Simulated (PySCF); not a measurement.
C4H4OS.
Structure used (PBE0-D3(BJ)/def2-SVP), in Å, numbered top down from 1:
```xyz
10
C4H4OS angstrom
O      2.417    0.056   -0.353
C      1.097    0.120   -0.118
C      0.206   -0.905   -0.290
C     -1.124   -0.517    0.048
C     -1.227    0.779    0.466
S      0.314    1.563    0.457
H      2.837    0.901   -0.161
H      0.507   -1.890   -0.643
H     -1.983   -1.187   -0.018
H     -2.111    1.329    0.781
```

Method used: PBE0-D3(BJ)/def2-SVP geometry optimisation, gas phase (PySCF 2.14.0).

Take the most abundant isotopes and a rigid rotor. The values belong to one conformer with, in the numbering `[OH:1][c:2]1[cH:3][cH:4][cH:5][s:6]1`, H–O1–C2–C3 180°.

Question: Give the principal moments of inertia and the rotational constants in MHz.

Answer: Ia = 94.64, Ib = 154.10, Ic = 248.74 u·Å²; 505379 MHz·u·Å²/I gives A = 5340, B = 3279, C = 2032 MHz.

Question: What kind of rotor is it?

Answer: An asymmetric top: κ = (2 × 3279 − 5340 − 2032)/(5340 − 2032) = -0.25.

Question: Is it planar, by Δ = Ic − Ia − Ib?

Answer: Planar: Δ = Ic − Ia − Ib = 0.00 u·Å². For a rigid frame Δ = −2 Σ m c², so it vanishes when all atoms lie in the ab plane; here none is more than 0.01 Å from it.

Question: Which lines would a microwave search look for?

Answer: The dipole components are |μa| = 0.16 D, |μb| = 0.96 D, |μc| = 0.00 D; the mirror of this Cs structure is the ab plane, so μc vanishes by symmetry and there are no c-type lines. The squared components, which scale the intensities, stand as 0.03 : 1.00 (a : b). Some lines, for components of 0.1 D or more:

```tsv
type	branch	J(Ka,Kc)	MHz	lower level (cm⁻¹)
a	Q	2(2,0) ← 2(2,1)	419	0.890
b	Q	3(2,1) ← 3(1,2)	6488	1.267
b	Q	2(2,0) ← 2(1,1)	6600	0.683
b	R	2(0,2) ← 1(1,1)	8143	0.246
b	Q	3(3,0) ← 3(2,1)	11891	1.483
b	R	3(0,3) ← 2(1,2)	13266	0.559
a	R	3(0,3) ← 2(0,2)	14498	0.518
b	Q	5(3,3) ← 5(2,4)	16271	2.974
b	Q	5(4,1) ← 5(3,2)	16505	3.586
a	Q	5(1,4) ← 5(1,5)	16616	2.368
b	Q	5(2,4) ← 5(1,5)	18161	2.368
b	Q	5(4,2) ← 5(3,3)	18454	3.516
b	R	5(1,5) ← 4(0,4)	22505	1.617
b	Q	5(5,0) ← 5(4,1)	23171	4.137
b	R	4(2,3) ← 3(1,2)	25543	1.267
a	R	5(1,4) ← 4(1,3)	27038	2.020
a	R	5(4,1) ← 4(4,0)	27608	3.216
b	R	3(3,1) ← 2(2,0)	29167	0.904
b	R	4(3,2) ← 3(2,1)	33671	1.483
b	R	4(4,1) ← 3(3,0)	40047	1.880
b	R	5(4,2) ← 4(3,1)	45135	2.626
b	R	5(5,0) ← 4(4,1)	50796	3.215
```

Question: Estimate the classical rotational partition function at 10 K, 100 K and 200 K.

Answer: Point group Cs, symmetry number σ = 1; q = (√π/σ)·√((kT/h)³/(ABC)), k/h = 20836.6 MHz/K: 894 at 10 K, 28300 at 100 K, 79900 at 200 K.

Stationary, but not proved a minimum. Zero-point vibration and centrifugal distortion are left out.

Time: 23 s of wall time; peak memory 0.49 GiB. Hardware: Arm Neoverse N1, one thread, shared host. This is the geometry optimisation.
